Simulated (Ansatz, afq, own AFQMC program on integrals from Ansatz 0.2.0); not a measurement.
# CH2B, quartet in cc-pVDZ, levels against CCSDT(Q)

```yaml
atoms:
  - { symbol: B, position_ang: [0.0000, -0.1013, 0.7140] }
  - { symbol: C, position_ang: [0.0000, -0.0477, -0.6429] }
  - { symbol: H, position_ang: [0.0000, 0.8984, 1.3841] }
  - { symbol: H, position_ang: [0.0000, 0.7575, -1.3809] }
```

Connectivity, by distances: BH–CH.

Basis cc-pVDZ. Noble-gas cores (and the filled d shells of Ga–Kr and In–Xe) are frozen. Ansatz 0.2.0 and our own AFQMC program on the same integrals; the CISD trial comes from CCSD amplitudes, and released means the phaseless constraint is let go. Uncertainties: one standard error, sampling alone.

Determinant: UHF, the one that the program's search chose, which needn't be the lowest solution. The geometry is a point of a scan.

No full CI on the walks' own integrals is used here; CCSDT(Q) serves as the reference and is uncertain by about the last step of the cluster series.

Cautions: lower spins were not checked.

```
T1 diagnostic                               : 0.0160
weight of the determinant in the CISD state : 0.919
⟨S²⟩ of the determinant                     : 3.759
size of the correlated space                : 9 electrons in 36 orbitals
```

| level | correlation energy (eV) |
| --- | --- |
| MP2 | -3.8135 |
| CCSD | -4.6490 |
| CCSD(T) | -4.7528 |

(1) Estimate where AFQMC with the constraint released lies against CCSD(T) on the same integrals.

(1) 2.6 ± 0.7 kJ/mol below CCSD(T).

Reference: CCSDT(Q), correlation energy -4.780 eV. The released energy is read at 2.40 1/Eh (meV from the phaseless value at times in 1/Eh: -4 ± 7 at 0.24, 8 ± 6 at 0.51, 7 ± 5 at 0.99, 16 ± 8 at 1.62, 10 ± 7 at 2.40).

```tsv
level	E − E(reference) (kJ/mol)	share of correlation (%)
CCSD(T)	2.6	99.43
CCSDT	0.4	99.91
ph-AFQMC/CISD	-0.9 ± 0.7	100.20
released AFQMC	0.1 ± 0.7	99.99
```

A walk keeps the symmetry of its determinant, which the program's search chose and which needn't be the lowest solution, so a lower state of the same spin and another symmetry isn't excluded. Released energies are given only where the last usable release times agree within the noise; a slower fall can still hide under it.
